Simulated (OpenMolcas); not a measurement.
**HNO (nitroxyl): the vertical energy of the triplet above the singlet from total energies**

HNO has 3 atoms, charge 0, and is taken as a singlet. SMILES: `N=O`. The coordinates come from a GFN2-xTB relaxation.

```xyz
3

N    -0.2759    0.2972   -0.1148
O     0.7686    0.4180    0.4662
H    -0.4926   -0.7152   -0.3514
```

Both states at this one shape; open shells run unrestricted unless said. 1 Eh = 27.2114 eV.

```tsv
level	program	singlet HNO (Eh)	triplet HNO (Eh)
HF/STO-3G	OpenMolcas	-128.059234	-128.068127
M06-2X/STO-3G	OpenMolcas	-128.688734	-128.668532
```

Question: Work out the vertical gap, second state less first, at each level.

Answer: 
1. HF/STO-3G: -128.068127 − (-128.059234) = -0.008893 Eh = -0.24 eV.
2. M06-2X/STO-3G: -128.668532 − (-128.688734) = 0.020202 Eh = 0.55 eV.

No measured value is set beside it here; the levels span -0.24 to 0.55 eV. Hartree–Fock favours the state with fewer electron pairs, since it lacks pair correlation. Minimal sets are far from the basis-set limit.
